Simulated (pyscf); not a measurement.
Four-centre exchange: BH₃ (SMILES B) + NH₃ (SMILES N) → H₂B–NH₂ (SMILES BN) + H₂ (SMILES [H][H])

Gas phase, singlet surface, charge 0. Bonds broken: B1–H2, N5–H6. Bonds formed: B1–N5, H2–H6. PySCF, gas phase, ωB97X-D3(BJ)/def2-SVP geometries.

Transition state (Å):

```xyz
8

B     -1.1696    -0.3987    -0.1441
H     -1.1369     0.3918     0.9909
H     -0.7164    -1.4507     0.2508
H     -2.3320    -0.3347    -0.4799
N     -0.1777     0.4653    -1.0176
H     -0.5543     0.7751     0.2882
H      0.7220     0.0498    -1.2313
H     -0.5744     0.9454    -1.8176
```

One imaginary mode, 1384i cm⁻¹; descent along it reached the two sides named, in the forms told below.

```json
[
 {"bond": "B1–H2", "change": "breaks", "reactant side (Å)": "1.225", "saddle": "1.384", "product side": "4.3"},
 {"bond": "N5–H6", "change": "breaks", "reactant side (Å)": "1.020", "saddle": "1.394", "product side": "2.8"},
 {"bond": "B1–N5", "change": "forms", "reactant side (Å)": "1.680", "saddle": "1.579", "product side": "1.395"},
 {"bond": "H2–H6", "change": "forms", "reactant side (Å)": "2.384", "saddle": "0.990", "product side": "0.760"}
]
```

Electronic energies relative to the separated reactants (eV):

| level | barrier | reaction energy | reverse barrier |
|---|---|---|---|
| ωB97X-D3(BJ)/def2-TZVP | 0.28 | -1.38 | 1.66 |
| PBE/def2-TZVP | -0.08 | -1.50 | 1.42 |
| r²SCAN/def2-TZVP | 0.06 | -1.48 | 1.54 |
| B3LYP-D3(BJ)/def2-TZVP | 0.28 | -1.44 | 1.72 |
| PBE0-D3(BJ)/def2-TZVP | 0.02 | -1.44 | 1.46 |
| M06-2X/def2-TZVP | 0.25 | -1.47 | 1.71 |
| ωB97M-D3(BJ)/def2-TZVP | 0.25 | -1.42 | 1.67 |
| HF/def2-TZVP | 1.18 | -1.14 | 2.32 |

With ωB97M-D3(BJ)/def2-TZVP energies and thermal terms (ideal gas, 1 atm, RRHO with modes under 100 cm⁻¹ raised to 100, one conformer, R ln 2 for chiral ones without a mode under 150 cm⁻¹), in eV:

```tsv
T (K)	ΔH‡	ΔG‡	ΔH	ΔG
298	0.25	0.67	-1.49	-1.42
600	0.23	1.10	-1.46	-1.36
900	0.25	1.53	-1.42	-1.32
1200	0.28	1.96	-1.40	-1.29
```

On the reactant side the descent ends in an adduct with a B–N contact, 1.34 eV under the separated species and 1.63 eV under the saddle at ωB97X-D3(BJ)/def2-TZVP. At PBE the saddle lies under the separated reactants, which points to a path from their complex (located at ωB97X-D3(BJ) alone). What is counted as formed (B–N) is already present as a longer contact in the reactant adduct; forming that adduct is a step of its own. At the saddle there is also a short B–H contact that neither side keeps. One saddle was located; it need not be the lowest between these sides.
